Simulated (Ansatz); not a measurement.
Relaxation of C3H4FNS (10 atoms, charge 0, multiplicity 1), to a largest force component of 0.015 eV/Å in at most 40 steps.

Computed with RHF/def2-SVP (Ansatz 0.2.0).

```xyz
10
Properties=species:S:1:pos:R:3:forces:R:3
C -0.015 -1.517 1.186 -0.99 1.62 0.40
N 0.143 -1.371 -0.274 -0.44 0.37 2.25
C 0.086 -0.269 -0.707 0.83 -0.52 -1.80
C 0.165 0.948 -1.179 -0.11 0.18 -1.66
F 0.276 1.135 -2.515 0.08 0.12 0.62
S -0.178 2.303 -0.145 -0.31 0.89 1.18
H 0.007 -2.524 1.469 0.13 -1.54 0.40
H -1.009 -1.069 1.460 0.82 -0.79 -0.15
H 0.719 -0.922 1.775 -0.07 -0.63 -0.71
H -0.112 3.236 -1.066 0.06 0.29 -0.54
```

Task: Where does it end, and by what steps?

Result: It converged. After 18 steps the energy has fallen by 2.301 eV; F5 moved furthest, 1.00 Å.

```json
{"step": "0", "energy less start (eV)": "0.0000", "largest force component (eV/Å)": "2.252", "accepted": "yes"}
{"step": "1", "energy less start (eV)": "-0.4641", "largest force component (eV/Å)": "1.741", "accepted": "yes"}
{"step": "2", "energy less start (eV)": "-0.8734", "largest force component (eV/Å)": "2.385", "accepted": "yes"}
{"step": "3", "energy less start (eV)": "-1.3070", "largest force component (eV/Å)": "2.308", "accepted": "yes"}
{"step": "4", "energy less start (eV)": "-1.7066", "largest force component (eV/Å)": "2.082", "accepted": "yes"}
{"step": "5", "energy less start (eV)": "-1.9445", "largest force component (eV/Å)": "1.377", "accepted": "yes"}
{"step": "6", "energy less start (eV)": "-2.1276", "largest force component (eV/Å)": "0.806", "accepted": "yes"}
{"step": "7", "energy less start (eV)": "-2.2100", "largest force component (eV/Å)": "0.965", "accepted": "yes"}
{"step": "8", "energy less start (eV)": "-2.2504", "largest force component (eV/Å)": "0.798", "accepted": "yes"}
{"step": "9", "energy less start (eV)": "-2.2395", "largest force component (eV/Å)": "1.299", "accepted": "no"}
{"step": "10", "energy less start (eV)": "-2.2882", "largest force component (eV/Å)": "0.331", "accepted": "yes"}
{"step": "11", "energy less start (eV)": "-2.2921", "largest force component (eV/Å)": "0.182", "accepted": "yes"}
{"step": "12", "energy less start (eV)": "-2.2962", "largest force component (eV/Å)": "0.226", "accepted": "yes"}
{"step": "13", "energy less start (eV)": "-2.2985", "largest force component (eV/Å)": "0.180", "accepted": "yes"}
{"step": "14", "energy less start (eV)": "-2.3005", "largest force component (eV/Å)": "0.052", "accepted": "yes"}
{"step": "15", "energy less start (eV)": "-2.3007", "largest force component (eV/Å)": "0.035", "accepted": "yes"}
{"step": "16", "energy less start (eV)": "-2.3010", "largest force component (eV/Å)": "0.023", "accepted": "yes"}
{"step": "17", "energy less start (eV)": "-2.3014", "largest force component (eV/Å)": "0.015", "accepted": "yes"}
{"step": "18", "energy less start (eV)": "-2.3014", "largest force component (eV/Å)": "0.006", "accepted": "yes"}
```

```xyz
10
Properties=species:S:1:pos:R:3
C -0.062 -1.594 1.209
N -0.628 -0.910 0.063
C -0.128 0.034 -0.484
C 0.363 1.083 -1.098
F 1.180 0.919 -2.140
S 0.044 2.722 -0.568
H 0.089 -2.639 0.945
H -0.783 -1.556 2.023
H 0.884 -1.160 1.537
H -0.875 3.050 -1.483
```

Whether the end is a true minimum wasn't checked by a vibrational analysis.

Time of the run: 24 s on 2 threads of Intel(R) Xeon(R) Platinum 8488C (Sapphire Rapids), with other jobs on the host, peak memory 0.24 GiB.
